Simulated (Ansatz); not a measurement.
# Step by step: Cu, relaxation of cell and atoms

All numbers below come from Ansatz 0.2.0, DFT, PBE, PAW with Ansatz's default frozen-core files, scalar-relativistic.

Command: `ansatz run input.yaml --threads 1 --pin off --max-ram 2048MiB --backend cpu --events-out ev --progress --plain --runs-dir out` The run took 13 s on 1 thread of AMD EPYC 7R43 64-Core Processor (Zen 3), on a shared host, peak memory 0.4 GiB.

```yaml
crystal:
  lattice:
    - [0.0, 1.7717639764, 1.7717639764]
    - [1.7717639764, 0.0, 1.7717639764]
    - [1.7717639764, 1.7717639764, 0.0]
  atoms:
    - { symbol: Cu, position: [0.0, 0.0, 0.0] }
kpoints:
  mp_grid: { grid: [20, 20, 20] }
scf:
  occupations: { method: fermi_dirac, width: 0.03 }
hamiltonian:
  xc: pbe
  pseudopotentials: { kind: paw }
output:
  forces: true
  stress: true
relax:
  f_tol: 0.005
  max_steps: 80
  cell: {}
```

The cell is built from the fcc type as a first guess.

The cutoff is 420 eV; energies and pressures of the walk include the program's estimate of the Pulay term.

Each frame lists the cell vectors (Å), then Cartesian positions (Å); symmetry keeps all forces zero. Free energies count from the first step, -6625.1461 eV.

The walk took 7 evaluations in all; steps that aren't listed are left out.

Step 1: E = 0.0 meV, P = 12.19 GPa

```
cell 0.0000 1.7718 1.7718 1.7718 0.0000 1.7718 1.7718 1.7718 0.0000
Cu    0.0000    0.0000    0.0000
```

Step 2:

```
cell 0.0000 1.7912 1.7912 1.7912 0.0000 1.7912 1.7912 1.7912 0.0000
Cu    0.0000    0.0000    0.0000
```

(1) Give the energy, pressure of step 2.

(2) How does the relaxation end?

Answers

(1) E = -20.7 meV, P = 6.18 GPa
```
Cu    0.0000    0.0000    0.0000
```

(2) It converges, with a = 3.630 Å, b = 3.630 Å, c = 3.630 Å, α = 90.00°, β = 90.00°, γ = 90.00° (conventional cell, space group Fm-3m). The last solve (on a basis chosen afresh for the final cell, so its energy is not quite comparable) gives E = -29.5 meV, P = 0.00 GPa:
```
cell 0.0000 1.8149 1.8149 1.8149 0.0000 1.8149 1.8149 1.8149 0.0000
Cu    0.0000    0.0000    0.0000
```
